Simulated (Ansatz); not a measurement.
We consider 1T (CdI2-type) CdI2, described by rVV10 in Ansatz (plane waves, PAW).

Run with plane-wave cutoff 500 eV, 12×12×6 k mesh (along the axes of the cell as run), gaussian smearing 0.02 eV, scalar-relativistic PAW data made under PBE.

Computed at the level's own relaxed cell.

Task: Predict the equilibrium volume per atom, lattice parameter a, c axis length and band gap.

Result: 
- equilibrium volume per atom: 36.53 Å³/atom
- lattice parameter a: 4.312 Å
- c axis length: 6.806 Å
- band gap: 2.01 eV (on the SCF k mesh)

Measured, for comparison: lattice constant a 4.244 Å, lattice parameter c 6.859 Å (temperature not stated, no zero-point or thermal correction; as tabulated in de Haan, NBS Special Publication (1969), 233, by the Crystallography Open …). Computed (rounded) less measured: lattice constant a +1.6 %, lattice parameter c -0.8 %. A static lattice is as a rule a little smaller and stiffer than an uncorrected measurement, which narrows the difference in the lattice parameter c and would widen misses of the other sign.

Spin–orbit coupling is not included; with these elements it can move the gap by several tenths of an eV or more.

Computed values are for the static lattice.

The result took very roughly 70 core-seconds.

Ansatz is a first-principles code.
